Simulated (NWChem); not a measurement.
System: CH₅N cation, doublet; SMILES of the neutral closed-shell parent CN

Parts of the log:

```
             Northwest Computational Chemistry Package (NWChem) 7.3.0
             --------------------------------------------------------

 C1  symmetry detected

                             Geometry "geometry" -> ""
                             -------------------------

 Output coordinates in angstroms (scale by  1.889725989 to convert to a.u.)

  No.       Tag          Charge          X              Y              Z
 ---- ---------------- ---------- -------------- -------------- --------------
    1 C                    6.0000     0.02106936     0.67460992    -0.00015411
    2 N                    7.0000     0.00236252    -0.69609978    -0.00001141
    3 H                    1.0000    -0.58088075     1.09224524    -0.83947026
    4 H                    1.0000     1.03021713     1.08814502    -0.00307828
    5 H                    1.0000    -0.57450155     1.09252118     0.84347283
    6 H                    1.0000    -0.87615843    -1.20618593    -0.00004685
    7 H                    1.0000     0.85836983    -1.24168655     0.00012710

 Effective nuclear repulsion energy (a.u.)      42.9621683196

                                Z-matrix (autoz)
                                --------

 Units are Angstrom for bonds and degrees for angles

[...]

      ----------------------
      Optimization converged
      ----------------------

  Step       Energy      Delta E   Gmax     Grms     Xrms     Xmax
  ---- ---------------- -------- -------- -------- -------- --------
@    4     -95.33708044 -1.9D-06  0.00008  0.00004  0.00070  0.00121
                                     ok       ok       ok       ok

                                Z-matrix (autoz)
                                --------

 Units are Angstrom for bonds and degrees for angles

[...]

 Rotational Constants
 --------------------
 A=   3.465186 cm-1  (  4.985518 K)
 B=   0.799250 cm-1  (  1.149917 K)
 C=   0.735432 cm-1  (  1.058098 K)

 Temperature                      =   298.15K
 frequency scaling parameter      =   1.0000

 Zero-Point correction to Energy  =   37.186 kcal/mol  (  0.059260 au)
 Thermal correction to Energy     =   39.641 kcal/mol  (  0.063171 au)
 Thermal correction to Enthalpy   =   40.233 kcal/mol  (  0.064115 au)

 Total Entropy                    =   60.277 cal/mol-K
   - Translational                =   36.215 cal/mol-K (mol. weight =  31.0422)
   - Rotational                   =   19.302 cal/mol-K (symmetry #  =        1)
   - Vibrational                  =    4.761 cal/mol-K

 Cv (constant volume heat capacity) =   10.732 cal/mol-K
   - Translational                  =    2.979 cal/mol-K
   - Rotational                     =    2.979 cal/mol-K
   - Vibrational                    =    4.773 cal/mol-K

[normal modes left out]

 ----------------------------------------------------------------------------
 Normal Eigenvalue ||           Projected Infra Red Intensities
  Mode   [cm**-1]  || [atomic units] [(debye/angs)**2] [(KM/mol)] [arbitrary]
 ------ ---------- || -------------- ----------------- ---------- -----------
    1       -0.000 ||    0.004904           0.113         4.780       0.960
    2       -0.000 ||    0.024790           0.572        24.167       4.851
    3        0.000 ||    0.007223           0.167         7.041       1.414
    4        0.000 ||    0.027017           0.623        26.337       5.287
    5        0.000 ||    0.032352           0.746        31.538       6.331
    6        0.000 ||    0.005610           0.129         5.469       1.098
    7       76.432 ||    0.028396           0.655        27.682       5.557
    8      691.425 ||    0.162283           3.744       158.201      31.758
    9      875.983 ||    0.022193           0.512        21.635       4.343
   10      945.139 ||    0.000025           0.001         0.024       0.005
   11     1094.877 ||    0.084632           1.953        82.504      16.562
   12     1194.964 ||    0.006316           0.146         6.157       1.236
   13     1246.720 ||    0.064339           1.484        62.721      12.591
   14     1285.778 ||    0.040717           0.939        39.693       7.968
   15     1409.397 ||    0.020023           0.462        19.520       3.918
   16     1551.742 ||    0.031795           0.734        30.995       6.222
   17     2834.642 ||    0.115948           2.675       113.032      22.691
   18     2843.069 ||    0.058977           1.361        57.493      11.541
   19     3137.064 ||    0.018453           0.426        17.989       3.611
   20     3363.948 ||    0.126049           2.908       122.879      24.667
   21     3473.181 ||    0.191053           4.408       186.248      37.388
 ----------------------------------------------------------------------------
```

Level: PBE-D3(BJ)/def2-SVP, spin-unrestricted. This spin state was assumed; another may lie lower.

Reconstruct the input file.

Several could match; the one computed here: the input that was run:
```
start job
memory heap 200 mb stack 900 mb global 1100 mb
charge 1
geometry units angstroms
  C     -0.687893     0.134892     0.010730
  N      0.659618    -0.115808    -0.012906
  H     -1.240394    -0.529502    -0.692504
  H     -0.930954     1.182074    -0.172928
  H     -1.153689    -0.218152     0.959126
  H      1.018958    -1.053376     0.141457
  H      1.336762     0.620826    -0.183961
end
basis spherical
  * library def2-svp
end
dft
  odft
  mult 2
  xc xpbe96 cpbe96
  disp vdw 4
  iterations 150
end
driver
  maxiter 120
end
task dft optimize
task dft freq
```
